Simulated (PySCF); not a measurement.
# Cl–InH–Cl, singlet in def2-SVP: errors against RCCSDT(Q)

Geometry: a PBE0/def2-TZVP stationary point for this spin, not checked as a minimum.

```xyz
4

In    0.0000   -0.4809    0.0000
Cl    0.0000    0.8097   -1.9196
Cl    0.0000    0.8097    1.9196
H     0.0000   -2.1754    0.0000
```

Basis def2-SVP with its core potentials; PySCF 2.14.0. Only valence electrons are correlated (noble-gas cores and the filled d shells of p-block atoms frozen), which leaves 18 electrons in 48 orbitals. R marks a restricted (for open shells ROHF) determinant. No spin–orbit coupling is included; scalar relativity enters through the core potentials alone.

Full CI isn't at hand for all of this; RCCSDT(Q) serves as the reference, and is uncertain by the last step of the cluster series or more.

The T1 diagnostic (ROHF- or RHF-based CCSD) is 0.0099 and the largest doubles amplitude (ROHF- or RHF-based CCSD) is 0.028.

```
   level  E − E(RCCSDT(Q)) (kJ/mol)  share of correlation (%)  wall time
     RHF                      874.2                      0.00          –
    RMP2                       94.9                     89.15          –
   RCCSD                       19.4                     97.78          –
RCCSD(T)                        3.1                     99.64      3.1 s
  RCCSDT                        1.4                     99.84          –
```

The correlation energy at RCCSDT(Q), counted from RHF, is -9.060 eV. That run took 16 min on 1 thread of Arm Neoverse V1, shared host.

Times are those of the correlated step on a shared host, with one SCF added for the restricted CCSD run; they ran on 1 thread of Arm Neoverse V1.
